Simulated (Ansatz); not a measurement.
**N2HO (quartet): the correlation ladder, def2-QZVPP**

An exercise on one series of results from a longer session: the logs are not shown, and one member is left open.

The runs use Ansatz 0.2.0, Gaussian basis; def2-QZVPP, core rule «outside noble gas», up to 3 orbitals frozen.

To be run: UHF; ROHF; CCSD(T) on UHF.

2 further runs of the same task are left out: 2 set aside as unsound or not needed.

### What is computed

The geometry is a PBE0/def2-TZVP stationary point (not a proven minimum) of the parent state, kept for this charge and spin.

4 atoms, charge 0, spin multiplicity 4.

Atoms are counted from 1 here; the program's logs count them from 0.

Bond lengths: N1–N2 1.239 Å, N2–O3 1.232 Å, N2–H4 1.043 Å. Angles: N1–N2–O3 129.8°, N1–N2–H4 112.7°, O3–N2–H4 117.4°.

Set-up of the first run:

in.yaml

```yaml
crystal:
  periodic: [false, false, false]
  atoms:
    - {symbol: N, position_ang: [0.000000, -0.220312, 1.164837]}
    - {symbol: N, position_ang: [0.000000, 0.324850, 0.052333]}
    - {symbol: O, position_ang: [0.000000, -0.177561, -1.072728]}
    - {symbol: H, position_ang: [0.000000, 1.365798, 0.113576]}
basis:
  gaussian: {orbitals: "def2-QZVPP.json"}
magnetization: {spin_polarized: true, initial_magnetization: 3}
hamiltonian: {xc: hf}
output: {orbitals: {seedname: orbitals}}
```

On the command line:

```console
$ ansatz run in.yaml --threads 1 --pin off --events-out ev --progress --plain --max-ram 2393MiB
```

Among the steps run: UHF; ROHF; CCSD(T) on UHF.

One table of the session follows, with a row left open; its other results are not shown here.

It belongs to the step «Misses and costs». 

```
  method  from UCCSD(T) (kcal/mol)
    ROHF                   +395.95
     UHF                         ?
    UMP2                    +29.53
   UCCSD                    +14.60
UCCSD(T)                         0
```

Q: Estimate the row for UHF from the others.

The run gave: from UCCSD(T) (kcal/mol): +385.05. In the column «from UCCSD(T) (kcal/mol)» it lies between UMP2 (+29.53) and ROHF (+395.95).
